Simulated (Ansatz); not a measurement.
1T (CdI2-type) PtS2 was calculated with PBE-D4 (plane waves, PAW; Ansatz, a first-principles code).

Settings: plane-wave cutoff 520 eV, 12×12×8 k mesh (along the axes of the cell as run), Fermi–Dirac smearing 0.01 eV, scalar-relativistic PAW data made under PBE.

Properties against volume:

Shape and atoms are relaxed at each volume.

```tsv
V (Å³/atom)	P (GPa)	c (Å)	a (Å)
16.684	1.98	4.518	3.577
17.032	0.83	4.600	3.582
17.379	0.00	4.687	3.584
17.727	-0.65	4.778	3.585
18.075	-1.12	4.872	3.585
```

Note: the bulk modulus comes from volumes at which shape and atoms were relaxed.
